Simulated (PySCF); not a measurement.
Molfile (atoms numbered from 1):
```
C6H10
     RDKit          3D

 16 15  0  0  0  0  0  0  0  0999 V2000
    1.4748   -1.4555    0.6407 C   0  0  0  0  0  0  0  0  0  0  0  0
    1.1482   -0.2139    0.9809 C   0  0  0  0  0  0  0  0  0  0  0  0
    0.3070    0.7032    0.2236 C   0  0  0  0  0  0  0  0  0  0  0  0
    0.0859    1.9346    0.6839 C   0  0  0  0  0  0  0  0  0  0  0  0
   -0.3313    0.2345   -1.0560 C   0  0  0  0  0  0  0  0  0  0  0  0
   -1.5709   -0.6152   -0.7707 C   0  0  0  0  0  0  0  0  0  0  0  0
    1.1348   -1.9225   -0.2674 H   0  0  0  0  0  0  0  0  0  0  0  0
    2.1066   -2.0592    1.2702 H   0  0  0  0  0  0  0  0  0  0  0  0
    1.5327    0.1925    1.9086 H   0  0  0  0  0  0  0  0  0  0  0  0
    0.5123    2.2831    1.6098 H   0  0  0  0  0  0  0  0  0  0  0  0
   -0.5299    2.6380    0.1492 H   0  0  0  0  0  0  0  0  0  0  0  0
    0.3861   -0.3440   -1.6406 H   0  0  0  0  0  0  0  0  0  0  0  0
   -0.6245    1.1026   -1.6494 H   0  0  0  0  0  0  0  0  0  0  0  0
   -1.3081   -1.4961   -0.1905 H   0  0  0  0  0  0  0  0  0  0  0  0
   -2.2971   -0.0381   -0.2021 H   0  0  0  0  0  0  0  0  0  0  0  0
   -2.0343   -0.9350   -1.7017 H   0  0  0  0  0  0  0  0  0  0  0  0
  1  2  2  0
  2  3  1  0
  3  4  2  0
  3  5  1  0
  5  6  1  0
  1  7  1  0
  1  8  1  0
  2  9  1  0
  4 10  1  0
  4 11  1  0
  5 12  1  0
  5 13  1  0
  6 14  1  0
  6 15  1  0
  6 16  1  0
M  END
```

PySCF 2.14.0 with density-fitted response routines calculation with PBE0/pcSseg-1 with gauge-including orbitals and GFN2-xTB structure; non-relativistic Hamiltonian, one conformer, in vacuum, rapidly exchanging positions averaged.

**Question.** List the cross peaks expected in HSQC, COSY and HMBC spectra.

**Answer.** 

HSQC (one-bond C–H):
```csv
δH,δC
6.59 (H9),145.7 (C2)
5.49 (H7),119.8 (C1)
5.45 (H8),119.8 (C1)
5.39 (H11),124.5 (C4)
5.26 (H10),124.5 (C4)
2.36 (H12/H13),30.2 (C5)
1.17 (H14/H15/H16),18.5 (C6)
```

COSY cross peaks (H two or three bonds apart, from the bond graph; peaks can be absent where the dihedral angle is near 90°):
```csv
δH,δH
6.59 (H9),5.49 (H7)
6.59 (H9),5.45 (H8)
5.49 (H7),5.45 (H8)
5.39 (H11),5.26 (H10)
2.36 (H12/H13),1.17 (H14/H15/H16)
```

HMBC (two and three bonds, from the bond graph):
```csv
δH,δC
6.59 (H9),"157.6 (C3), 124.5 (C4), 119.8 (C1), 30.2 (C5)"
5.49 (H7),"157.6 (C3), 145.7 (C2)"
5.45 (H8),"157.6 (C3), 145.7 (C2)"
5.39 (H11),"157.6 (C3), 145.7 (C2), 30.2 (C5)"
5.26 (H10),"157.6 (C3), 145.7 (C2), 30.2 (C5)"
2.36 (H12/H13),"157.6 (C3), 145.7 (C2), 124.5 (C4), 18.5 (C6)"
1.17 (H14/H15/H16),"157.6 (C3), 30.2 (C5)"
```

Scale: ¹H (σref 31.72) and ¹³C (σref 186.93) vs TMS (reference shieldings calculated alike).

Short H···H contacts in this conformer between protons four or more bonds apart (candidates for NOE cross peaks, intensity ∝ r⁻⁶): H7···H12 2.22 Å, H9···H10 2.35 Å, H11···H13 2.37 Å, H7···H14 2.48 Å.

Shifts are as computed. Against solution values, carbons near 30 ppm lie about +3 ppm off and those near 130 ppm about +5 ppm. Of 1211 compounds with measured shifts, 218 miss one by over three times the rms of a fit or turn the order of signals round; such compounds aren't used in these exercises.
